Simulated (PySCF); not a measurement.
Species: sulfuric acid, H2O4S.
Bonds: O1–S2 (double), S2–O3 (double), S2–O4, S2–O5. Hydrogens: H6 on O4; H7 on O5.

Theory: PBE0-D3(BJ)/def2-SVP geometry optimisation, gas phase (PySCF).

(1) What internal coordinates does the optimisation give?

Results:

(1) 
```
        bond  length (bohr)
O1=S2, S2=O3          2.715
S2–O4, S2–O5          3.038
O4–H6, O5–H7          1.833
```

Bonds in one row agree within 0.02 bohr and their mean is given. A selection of angles:
```
   angle  degrees
O1–S2–O3    124.8
O1–S2–O4    105.9
O1–S2–O5    108.4
O4–S2–O5    101.5
S2–O4–H6    108.1
```

Dihedral angles: H6–O4–S2–O1 160° (antiperiplanar); H7–O5–S2–O1 28° (synperiplanar). The mirror-image conformer, all signs reversed, is as good.

The 4 O–S bonds span 1.437 Å (S2=O3, drawn double) to 1.608 Å (S2–O4, drawn single), a spread of 0.171 Å. S2 (sulfonyl sulfur) is distorted tetrahedral (angles from 101.5° to 124.8°).

Point group: C2 (tolerance 0.08 Å). No frequency check. The numbers are those of one conformer (O1–S2–O4–H 160°, O1–S2–O5–H 28°).

On Arm Neoverse V1, one thread, shared host with 32 logical CPUs at a one-minute load of 18, this took 19 s and 0.41 GiB of memory at its peak. This is the geometry optimisation.
